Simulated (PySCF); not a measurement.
Silicon: a sound run and one with changed settings

Sound run: Si [Ne] 3s2 3p2, Si+ [Ne] 3s2 3p1. All numbers are calculated (PySCF 2.14, the spin-free X2C one-electron Hamiltonian (Gaussian nucleus), in jorge-DZP-DKH (7s4p1d, 24 functions)). In the sound run the correlated levels freeze [Ne]. The sound run starts from symmetry-adapted Hartree-Fock orbitals and uses a fine grid where one is needed.

Changed run: a valence shell is frozen. This setting is unsound on purpose.

| species | method | sound run (hartree) | changed run (hartree) | converged |
| --- | --- | --- | --- | --- |
| Si | MP2 | -289.49563 | -289.45445 | yes |
| Si | CCSD(T) | -289.51556 | -289.45661 | yes |

Ionisation energy of Si:

```tsv
method	sound run (eV)	changed run (eV)
UHF	7.621	7.621
MP2	7.905	7.747
SCS-MP2	7.832	7.663
CCSD	7.925	7.805
CCSD(T)	7.936	7.805
CCSDT	n/a	7.805
FCI	n/a	7.805
```

Freezing a valence shell removes pair correlation that changes on ionisation.

For comparison, NIST gives 8.152 eV between the lowest levels.
